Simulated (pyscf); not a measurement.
PySCF, gas phase, ωB97X-D3(BJ)/def2-SVP geometries. MP2 and CC: frozen core, UHF for open shells. ΔMP2 is the change of the MP2 total energy from the triple- to the quadruple-zeta basis.

HO–SiH₂–PH₂ → :HSi–PH₂ [singlet] + water (H₂O)
Surface: singlet. Broken: O–Si, H–Si. Formed: H–O. Give ΔE‡ and ΔE from CCSD(T)/def2-TZVPP + ΔMP2(QZVPP), relative to the reactant's lowest minimum found.

ΔE‡ = 3.45 eV, ΔE = +2.89 eV. Zero-point energy shifts the barrier by -0.10 eV. It is a 1,1-elimination, with an imaginary mode of 1591i cm⁻¹. On the product side the descent ends in an adduct with a O–Si contact, 0.70 eV under the separated species and 1.12 eV under the saddle at ωB97X-D3(BJ)/def2-TZVP. What is counted as broken (O–Si) persists as a longer contact in the product adduct; parting that adduct is a step of its own. At ωB97X-D3(BJ) the barrier from the zero used here is 3.54 eV. :HSi–PH₂ [singlet] lies 0.50 eV over its isomer H₂Si=PH, and others may lie lower still (electronic energy, ωB97M-D3(BJ)). One saddle was located; it need not be the lowest between these sides. The CCSD(T) − MP2 part came from Ansatz, without density fitting, on the same reference.
